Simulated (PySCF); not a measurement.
A geometry optimisation, step by step.

Species: 1,2,4-thiadiazole, C₂H₂N₂S.
SMILES with atom numbers: `[cH:1]1[n:2][cH:3][s:4][n:5]1` (hydrogens: H6 on C1; H7 on C3)

Method: PBE0-D3(BJ)/def2-SVP geometry optimisation, gas phase (PySCF 2.14.0); density fitting, grid level 1; the optimiser is geomeTRIC in internal coordinates, started from an MMFF94s structure with every atom displaced at random (about 0.03 Å). The frame can shift and turn from step to step; on so coarse a grid that alone can change the energy by a few meV, and forces under 0.02 eV/Å are noise.

Step 0: E = -15903.8026 eV, largest atomic force 6.512 eV/Å
```
atom  x, y, z in Å  |  force x, y, z in eV/Å
C1     -0.880   -0.591    0.100   -3.907   4.989  -1.501
N2      0.349   -0.924    0.316    1.720  -0.918   0.402
C3      1.064    0.156    0.223    4.952  -0.564   0.869
S4      0.328    1.592   -0.106   -3.091  -0.505  -0.426
N5     -1.237    0.744   -0.186    2.511  -2.195   0.860
H6     -1.757   -1.226    0.092   -0.048  -0.693   0.113
H7      2.225    0.147    0.392   -2.137  -0.115  -0.317
```

Step 1: E = -15904.1963 eV, largest atomic force 2.835 eV/Å
```
atom  x, y, z in Å  |  force x, y, z in eV/Å
C1     -0.961   -0.220   -0.372    1.676  -1.112   1.998
N2      0.283   -0.876   -0.215   -1.087  -0.111  -0.813
C3      1.137   -0.106    0.406   -0.287  -1.129  -0.528
S4      0.434    1.388    0.762   -0.569   0.864   1.182
N5     -1.083    0.912    0.268    0.305   0.845  -1.263
H6     -1.857   -0.738   -0.764    0.571   0.159  -0.087
H7      2.140   -0.462    0.746   -0.609   0.485  -0.488
```

Step 2: E = -15904.4019 eV, largest atomic force 1.545 eV/Å
```
atom  x, y, z in Å  |  force x, y, z in eV/Å
C1     -0.918   -0.225   -0.335   -0.257  -1.069   0.759
N2      0.280   -0.920   -0.228   -1.052   1.124  -0.130
C3      1.095   -0.116    0.390    0.819  -0.567   0.157
S4      0.421    1.402    0.792   -0.051  -0.039   0.611
N5     -1.073    0.937    0.245    0.355   0.143  -1.001
H6     -1.802   -0.728   -0.747    0.169   0.078  -0.160
H7      2.089   -0.452    0.713    0.018   0.330  -0.235
```

Step 3: E = -15904.5138 eV, largest atomic force 0.764 eV/Å
```
atom  x, y, z in Å  |  force x, y, z in eV/Å
C1     -0.946   -0.244   -0.307    0.665  -0.346   0.146
N2      0.256   -0.904   -0.198   -0.298   0.140  -0.148
C3      1.112   -0.124    0.401   -0.469  -0.344   0.110
S4      0.411    1.375    0.848   -0.140   0.193  -0.138
N5     -1.054    0.962    0.176    0.073   0.249   0.206
H6     -1.810   -0.734   -0.763    0.053   0.018  -0.075
H7      2.123   -0.433    0.674    0.116   0.089  -0.100
```

Step 4: E = -15904.5279 eV, largest atomic force 0.232 eV/Å
```
atom  x, y, z in Å  |  force x, y, z in eV/Å
C1     -0.944   -0.251   -0.290    0.227   0.009  -0.046
N2      0.243   -0.913   -0.184   -0.004  -0.074   0.111
C3      1.092   -0.145    0.436   -0.036   0.069  -0.218
S4      0.414    1.383    0.836   -0.108  -0.097   0.052
N5     -1.052    0.962    0.185   -0.028   0.141   0.013
H6     -1.791   -0.723   -0.793   -0.071  -0.015   0.035
H7      2.131   -0.414    0.640    0.020  -0.033   0.053
```

Step 5: E = -15904.5302 eV, largest atomic force 0.155 eV/Å
```
atom  x, y, z in Å  |  force x, y, z in eV/Å
C1     -0.937   -0.246   -0.298   -0.108  -0.105   0.036
N2      0.242   -0.919   -0.178   -0.010   0.091  -0.087
C3      1.093   -0.142    0.425    0.070   0.026   0.073
S4      0.407    1.378    0.844    0.066   0.017  -0.014
N5     -1.052    0.967    0.180    0.033  -0.041  -0.020
H6     -1.792   -0.724   -0.783   -0.015   0.013  -0.012
H7      2.130   -0.415    0.641   -0.036  -0.001   0.024
```

Step 6: E = -15904.5312 eV, largest atomic force 0.053 eV/Å
```
atom  x, y, z in Å  |  force x, y, z in eV/Å
C1     -0.939   -0.249   -0.297    0.031   0.003  -0.010
N2      0.246   -0.913   -0.190   -0.047   0.013   0.021
C3      1.095   -0.140    0.422    0.029  -0.006   0.018
S4      0.410    1.379    0.842   -0.003  -0.013  -0.016
N5     -1.051    0.965    0.181   -0.017  -0.018   0.008
H6     -1.797   -0.726   -0.779    0.009   0.012  -0.005
H7      2.127   -0.419    0.652   -0.002   0.009  -0.015
```

Step 7: E = -15904.5314 eV, largest atomic force 0.029 eV/Å
```
atom  x, y, z in Å  |  force x, y, z in eV/Å
C1     -0.939   -0.249   -0.295    0.017  -0.020  -0.011
N2      0.244   -0.914   -0.186   -0.007  -0.002  -0.001
C3      1.096   -0.141    0.424   -0.022   0.013  -0.004
S4      0.410    1.379    0.841    0.002  -0.001   0.005
N5     -1.052    0.964    0.182    0.005   0.016   0.006
H6     -1.795   -0.724   -0.783   -0.005  -0.003   0.004
H7      2.129   -0.417    0.648    0.010  -0.004   0.002
```

Question: Summarise the path.

Answer: The energy falls by 0.7288 eV from step 0 to step 7; nine tenths of that is first reached at step 3. It falls at every step. The largest force goes from 6.512 to 0.029 eV/Å. Among the bonds S4–N5 changes most, from 1.781 to 1.657 Å; the atoms move by 0.060 Å rms after alignment.

Question: Follow the three bonds and two angles with the largest change from start to end.

Answer: 
```json
{"step": "0", "E above end (eV)": "0.7288", "largest force (eV/Å)": "6.512", "S4–N5 (Å)": "1.781", "C1–N5 (Å)": "1.412", "C3–H7 (Å)": "1.173", "N5–C1–H6 (°)": "110.4", "N2–C1–H6 (°)": "128.4"}
{"step": "1", "E above end (eV)": "0.3351", "largest force (eV/Å)": "2.835", "S4–N5 (Å)": "1.665", "C1–N5 (Å)": "1.306", "C3–H7 (Å)": "1.118", "N5–C1–H6 (°)": "120.2", "N2–C1–H6 (°)": "122.3"}
{"step": "2", "E above end (eV)": "0.1294", "largest force (eV/Å)": "1.545", "S4–N5 (Å)": "1.658", "C1–N5 (Å)": "1.308", "C3–H7 (Å)": "1.099", "N5–C1–H6 (°)": "118.6", "N2–C1–H6 (°)": "119.6"}
{"step": "3", "E above end (eV)": "0.0175", "largest force (eV/Å)": "0.764", "S4–N5 (Å)": "1.664", "C1–N5 (Å)": "1.303", "C3–H7 (Å)": "1.091", "N5–C1–H6 (°)": "120.2", "N2–C1–H6 (°)": "120.5"}
{"step": "4", "E above end (eV)": "0.0035", "largest force (eV/Å)": "0.232", "S4–N5 (Å)": "1.659", "C1–N5 (Å)": "1.307", "C3–H7 (Å)": "1.092", "N5–C1–H6 (°)": "120.3", "N2–C1–H6 (°)": "120.1"}
{"step": "5", "E above end (eV)": "0.0012", "largest force (eV/Å)": "0.155", "S4–N5 (Å)": "1.656", "C1–N5 (Å)": "1.309", "C3–H7 (Å)": "1.094", "N5–C1–H6 (°)": "119.8", "N2–C1–H6 (°)": "120.0"}
{"step": "6", "E above end (eV)": "0.0001", "largest force (eV/Å)": "0.053", "S4–N5 (Å)": "1.657", "C1–N5 (Å)": "1.309", "C3–H7 (Å)": "1.093", "N5–C1–H6 (°)": "119.9", "N2–C1–H6 (°)": "120.3"}
{"step": "7", "E above end (eV)": "0.0000", "largest force (eV/Å)": "0.029", "S4–N5 (Å)": "1.657", "C1–N5 (Å)": "1.308", "C3–H7 (Å)": "1.093", "N5–C1–H6 (°)": "119.8", "N2–C1–H6 (°)": "120.3"}
```

The cost below is that of the whole optimisation. Time: 14 s wall; peak memory 0.35 GiB. Hardware: Arm Neoverse V2, one thread, shared host.
